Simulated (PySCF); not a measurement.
## Bond length, frequency and bond energy of MgB by level of theory

State: ²Π (doublet), unpaired electrons π ↑. Set-up: Mg jorge-DZP-DKH, B jorge-DZP-DKH; spin-free X2C with a Gaussian nucleus (PySCF 2.14). De refers to Mg + B in their high-spin ground configurations, without counterpoise correction. The functionals are run spin-unrestricted. A positive dipole means Mg(−)B(+). Levels whose curve was spin-contaminated or gave no clean fit are not listed.

```
       Level  Re (Å)  ωe (cm⁻¹)  De (eV)  μ (D)
    ROHF-MP2   2.517        235    0.201    n/a
ROHF-SCS-MP2   2.567        198    0.125    n/a
   ROHF-CCSD   2.504        256    0.196    n/a
ROHF-CCSD(T)   2.443        308    0.312    n/a
         PBE   2.410        352     0.82  -2.28
        PW91   2.405        353     0.83  -2.27
```

Q: What does the triples do here, going from ROHF-CCSD to ROHF-CCSD(T)?

A: ROHF-CCSD(T) less ROHF-CCSD: -6.1 pm in Re, +20.3 % in ωe, +0.12 eV in De. Correlation nearly always deepens the well. The bond shortens, as in weak, metallic or heavy-atom bonds, where dispersion and the correlation of outer-core electrons pull the atoms together.

Correlated steps freeze 2 core orbitals. The bond is weak. Basis-set superposition, not corrected here, can be much of De in a small basis, most of all at correlated wavefunction levels. Functionals without a dispersion term scatter widely for such bonds, and LDA overbinds them. The state was picked by a PBE0 search and need not be the measured ground state.
